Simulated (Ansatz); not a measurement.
**Lanthanum, dhcp: convergence with the k-point mesh**

Computed with Ansatz, PBE, scalar-relativistic PAW, on the relaxed cell (a = 3.773 Å, c = 12.113 Å (c/a = 3.211); spin not included). Errors count from a run at 420 eV on a Γ-centred 13×13×4 mesh with Fermi-Dirac smearing of 0.1 eV, extrapolated to zero width. Fixed here: cutoff 420 eV, Fermi-Dirac width 0.1 eV. The SCF starts from atomic densities corrected by a trained network.

```json
{"k-mesh": "2×2×1", "E(σ→0) error (meV/atom)": "-941.8", "P (GPa)": "-6.43", "SCF iterations": "7"}
{"k-mesh": "3×3×1", "E(σ→0) error (meV/atom)": "-102.5", "P (GPa)": "-2.47", "SCF iterations": "6"}
{"k-mesh": "4×4×1", "E(σ→0) error (meV/atom)": "100.8", "P (GPa)": "0.61", "SCF iterations": "6"}
{"k-mesh": "5×5×2", "E(σ→0) error (meV/atom)": "27.3", "P (GPa)": "0.19", "SCF iterations": "6"}
{"k-mesh": "6×6×2", "E(σ→0) error (meV/atom)": "-6.8", "P (GPa)": "0.03", "SCF iterations": "7"}
{"k-mesh": "8×8×2", "E(σ→0) error (meV/atom)": "-1.9", "P (GPa)": "-0.09", "SCF iterations": "7"}
{"k-mesh": "10×10×3", "E(σ→0) error (meV/atom)": "-0.1", "P (GPa)": "0.00", "SCF iterations": "7"}
{"k-mesh": "14×14×4", "E(σ→0) error (meV/atom)": "0.0", "P (GPa)": "-0.03", "SCF iterations": "7"}
```

Within 5 meV/atom of the last row: from 8×8×2 on.
